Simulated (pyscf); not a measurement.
This saddle point was located with ωB97X-D3(BJ)/def2-SVP in PySCF.

```xyz
8

O     -0.9304    -0.2161    -0.5888
B     -0.5784     0.1702     0.6786
O     -0.3778     1.4782     0.9961
H     -0.7231    -0.1117    -1.8422
H     -0.4482    -0.6528     1.5536
H     -0.5213     2.0659     0.2444
H     -0.7812    -1.1254    -1.4859
H     -0.6325    -0.9259    -2.4990
```

Surface: singlet, charge 0. Lowest wavenumbers (cm⁻¹): 2721i, 65, 242, 471, 604.

**Question.** What reaction is this the transition state of?

**Answer.** HO–BH–OH (SMILES OBO) + H₂ (SMILES [H][H]) <-> HO–BH–OH (SMILES OBO) + H₂ (SMILES [H][H]), a four-centre exchange read from left to right: H–O, H–H broken and H–O, H–H formed. At ωB97M-D3(BJ)/def2-TZVP it lies +72.8 kcal/mol from the left side and +72.8 kcal/mol from the right (each side as separated species at their lowest minima found). The same reactants have a lower exit, to H₂B–OH + H₂O (barrier +51.4 kcal/mol at ωB97M-D3(BJ)/def2-TZVP, against +72.8 kcal/mol here). Another saddle between the same species, by other bonds, lies lower (50.1 kcal/mol against 72.8 kcal/mol at ωB97M-D3(BJ)/def2-TZVP).
